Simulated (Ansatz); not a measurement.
## Worked example: HBGe⁺, quartet against HBGe, triplet

Geometry (PBE0/def2-TZVP stationary point of a triplet), kept for both states (HBGe, triplet: Σ⁻; HBGe⁺, quartet: Σ⁻):

```xyz
3

Ge    0.0000    0.0000    1.6897
B     0.0000    0.0000   -0.2506
H     0.0000    0.0000   -1.4391
```

Basis cc-pVDZ; Ansatz 0.2.0. Correlated methods freeze the noble-gas cores and the filled d shells of p-block atoms. R marks a restricted (for open shells ROHF) determinant. No spin–orbit coupling is included, and no scalar relativity.

Full CI is exact within this basis and frozen core; it isn't the basis-set limit.

| level | E(HBGe, triplet) (hartree) | E(HBGe⁺, quartet) (hartree) |
| --- | --- | --- |
| RCCSD(T) | -2100.677591 | -2100.343912 |
| PBE | -2101.956307 | -2101.612418 |
| PBE0 | -2102.015017 | -2101.669539 |
| full CI | -2100.679312 | -2100.345741 |

Task: Give the vertical gap, HBGe⁺ quartet less HBGe triplet, at each level in eV (1 hartree = 27.2114 eV), and each error against full CI.

Result: full CI: (-2100.345741 − (-2100.679312)) × 27.2114 = 9.077 eV (the reference)
PBE0: (-2101.669539 − (-2102.015017)) × 27.2114 = 9.401 eV, error 0.324 eV
PBE: (-2101.612418 − (-2101.956307)) × 27.2114 = 9.358 eV, error 0.281 eV
RCCSD(T): (-2100.343912 − (-2100.677591)) × 27.2114 = 9.080 eV, error 0.003 eV

Total energies of functionals can't be set beside those of wave-function methods, since they hold the core's correlation and their own absolute errors; only the differences compare.

In so small a basis the reference is far from its limit while semilocal and hybrid functionals are nearer theirs, so the functionals' errors here hold much of the reference's basis and frozen-core error, which can add to them or hide them.

Each level lands on the state that its own search finds. T1 diagnostics of restricted CCSD: 0.020 and 0.044.
